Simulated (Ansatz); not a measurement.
## SiH₃⁺, triplet in cc-pVDZ: errors against full CI

Geometry: a point of a stretch scan, not a stationary point.

```json
{"atom": "Si", "x (Å)": "-0.0125", "y (Å)": "0.0790", "z (Å)": "-0.1239"}
{"atom": "H", "x (Å)": "-0.0125", "y (Å)": "-1.2142", "z (Å)": "-0.8687"}
{"atom": "H", "x (Å)": "0.8132", "y (Å)": "-0.6680", "z (Å)": "2.8590"}
{"atom": "H", "x (Å)": "-0.4518", "y (Å)": "-0.3184", "z (Å)": "1.4631"}
```

Basis cc-pVDZ; Ansatz 0.2.0. Correlated methods freeze the noble-gas cores, which leaves 6 electrons in 28 orbitals. R marks a restricted (for open shells ROHF) determinant, U an unrestricted one. Active spaces: valence = (6e, 7o) chosen from the atoms' valence shells.

Full CI is exact within this basis and frozen core; it isn't the basis-set limit. The frozen core follows each run's orbitals, which can shift R against U totals by a few meV.

For open shells CISD is restricted-active-space CI with the open shells as a complete middle space.

```
UHF ⟨S²⟩                          : 2.011
T1 diagnostic (RCCSD)             : 0.0247
largest doubles amplitude (RCCSD) : 0.056
T1 diagnostic (UCCSD)             : 0.0176
```

Q: From what is known of these methods and the diagnostics, rank them by the size of their error in total energy against full CI in cc-pVDZ, smallest first (an estimate: the text doesn't fix the numbers).
A. UHF
B. CASSCF (valence space)
C. CISD
D. UCCSD(T)
E. MRCISD (valence space)

A: D (20 meV), E (47 meV), C (129 meV), B (1323 meV), A (2445 meV).

All errors are against full CI in cc-pVDZ. Within each family the higher level lies nearer, as is usual though not guaranteed.

The full-CI state has the irrep A of C1, in the program's axes.

Natural occupations of full CI about the gap: 1.950 1.930 0.999 0.990 0.037 0.025 0.024 0.010 0.008 0.006; effectively unpaired electrons, Σ n²(2−n)², 2.04.
